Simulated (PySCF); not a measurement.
**Static response to an electric field**

Species: C₂H₃N.
Atom-mapped SMILES: `[C-:1]#[N+:2][CH3:3]` (hydrogens: H4, H5, H6 on C3)

Geometry (PBE0-D3(BJ)/def2-TZVP, Å), atoms numbered from 1 in this order:
```xyz
6
C2H3N angstrom
C      2.072    0.327   -0.064
N      0.923    0.143   -0.033
C     -0.468   -0.081    0.006
H     -0.753   -0.781   -0.780
H     -0.750   -0.497    0.973
H     -0.999    0.860   -0.146
```

Level: CAM-B3LYP/aug-cc-pVTZ (PySCF), static field, nuclei fixed, core orbitals frozen in the response. The polarisability tensor in these axes (au):

```
x   40.92  2.40 -0.41
y    2.40 26.33 -0.07
z   -0.41 -0.07 25.96
```

Task: What are the eigenvalues, a third of the trace, and Δα (Δα² = ½Σ(αi − αj)² over the three pairs)?

Result: Principal values 25.95, 25.95 and 41.31 au; mean 31.07 au = 4.60 Å³ = 5.12 × 10⁻⁴⁰ C²·m²/J; Δα = 15.36 au (49 % of the mean).

Task: What is the dipole moment, and where does it point?

Result: (-3.81, -0.61, 0.10) D, 3.86 D in size, pointing from the negative to the positive side. Measured along this direction, the outermost atoms are C1 at the negative end and H6, H4 and H5 at the positive end.

Task: Find the Langevin capture rate constant for O2+ (31.990 u) meeting this molecule (41.027 u), k = 2.342 × 10⁻⁹ cm³/s × √(α in Å³ / reduced mass in u).

Result: The reduced mass is 17.97 u, so k = 1.19 × 10⁻⁹ cm³/s. The formula leaves out the permanent dipole, which adds to the capture rate.

Task: In a dilute gas of rigid molecules at 500 K, how does the orientational term μ²/3kT compare with the electronic polarisability?

Result: In Gaussian units μ²/3kT = 72.10 Å³ against 4.60 Å³, a ratio of 15.66; the Debye molar polarisation (4π/3)N_A(α + μ²/3kT) is 193.5 cm³/mol, leaving out the vibrational part.

Task: Refractivity n − 1 of an ideal gas of it at 400 K and 1 atm, from the electronic α?

Result: N = p/kT = 1.8347 × 10¹⁹ cm⁻³, so n − 1 = 2π × N × 4.60 × 10⁻²⁴ cm³ = 531 × 10⁻⁶ at long wavelengths.

Geometry: PBE0-D3(BJ)/def2-TZVP; no solvent, vibrations or thermal averaging.
